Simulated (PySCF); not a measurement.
Gas-phase reaction: NO2 → N + O2

Method: PySCF energies plus ideal-gas RRHO corrections (1 bar). 'Table' is the NASA 1993 thermochemical table (part measured, part estimated). † marks an energy on the PBE0/def2-TZVP geometry and frequencies; other levels use their own. CCSD(T) freezes the core. Open shells (unrestricted): NO2 (multiplicity 2), N (multiplicity 4), O2 (multiplicity 3). CCSD(T) isn't extrapolated to the basis-set limit; its ΔH°(298 K) is 381.2 kJ in def2-SVP and 403.4 kJ in def2-TZVPP. The harmonic model lacks anharmonicity and excited electronic states, which grow with temperature; levels with a mode under 35 cm⁻¹ are left out.

```
level                ΔH°(298 K), kJ  minus table  ΔG°(2500 K), kJ
-------------------  --------------  -----------  ---------------
table                         438.5            -            123.3
CCSD(T)/def2-SVP†             381.2        -57.3             63.1
CCSD(T)/def2-TZVPP†           403.4        -35.1             85.3
M06-2X/def2-TZVP†             419.5        -19.0            101.4
PBE/def2-TZVP†                517.1         78.6            199.0
PBE0/def2-QZVP†               449.7         11.2            131.6
PBE0/def2-TZVP                448.4          9.9            130.3
r2SCAN/def2-TZVP†             445.4          6.9            127.4
LDA/def2-TZVP†                612.3        173.8            294.2
```
